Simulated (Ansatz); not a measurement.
Compare A (`CC1COC1`) with its isomer B (`C=C(C)OC`).

Computed with Ansatz on PBE0-D4/def2-TZVP structures; ΔE is electronic, products minus reactants. CCSD(T)/CBS is the MP2 limit (def2-TZVPP, def2-QZVPP) plus CCSD(T) − MP2 in def2-TZVPP, frozen cores. Functionals use def2-TZVPP. B3LYP here is the variant with VWN-RPA as its local correlation; programs differ in this. One conformer a species, not always the lowest.

A:

```xyz
13

C     0.7913    0.5930    1.1382
C     0.2989   -0.3684    0.0855
C    -1.2092   -0.6322   -0.0105
O    -1.2274   -0.2992   -1.4045
C     0.1335    0.1472   -1.3498
H     0.6935    0.1677    2.1406
H     1.8454    0.8408    0.9868
H     0.2207    1.5257    1.1126
H     0.8700   -1.2990    0.1164
H    -1.5504   -1.6556    0.1711
H    -1.8218    0.0615    0.5798
H     0.7499   -0.3202   -2.1233
H     0.2058    1.2387   -1.4426
```

B:

```xyz
13

C     1.3640    0.1045    0.2222
C     0.1207   -0.3767    0.1773
C    -0.2767   -1.7309    0.6527
O    -0.9566    0.2855   -0.3020
C    -0.7465    1.5863   -0.7922
H     2.1532   -0.5126    0.6270
H     1.6312    1.0909   -0.1288
H    -0.7193   -2.3041   -0.1662
H     0.5824   -2.2743    1.0425
H    -1.0329   -1.6490    1.4377
H    -1.7157    1.9507   -1.1288
H    -0.0444    1.5834   -1.6331
H    -0.3594    2.2465   -0.0083
```

**Question.** Which is lower in electronic energy at CCSD(T)/CBS, and by how much? (Estimate.)

**Answer.** Ansatz gave: B, by 8.6 kcal/mol.

**Question.** Give E(B) − E(A) in kcal/mol with MP2/def2-TZVPP, B3LYP, CCSD(T)/def2-TZVPP, B3LYP-D4, r2SCAN-D4, PBE-D4, CCSD/def2-TZVPP. (An estimate is asked.)

**Answer.** Computed: MP2/def2-TZVPP -7.8, B3LYP -11.8, CCSD(T)/def2-TZVPP -8.2, B3LYP-D4 -11.7, r2SCAN-D4 -10.3, PBE-D4 -8.6, CCSD/def2-TZVPP -7.6. None reverses the order clearly.

Largest T1 diagnostic: 0.012.

From PBE to PBE0 (25 % exact exchange), in def2-TZVPP and without D4, E(B) − E(A) moves by +1.9 kcal/mol. In def2-TZVPP, CCSD(T) changes the Hartree–Fock value by +2.4 kcal/mol (the triples alone add −0.6 kcal/mol) and MP2 by +2.8 kcal/mol.
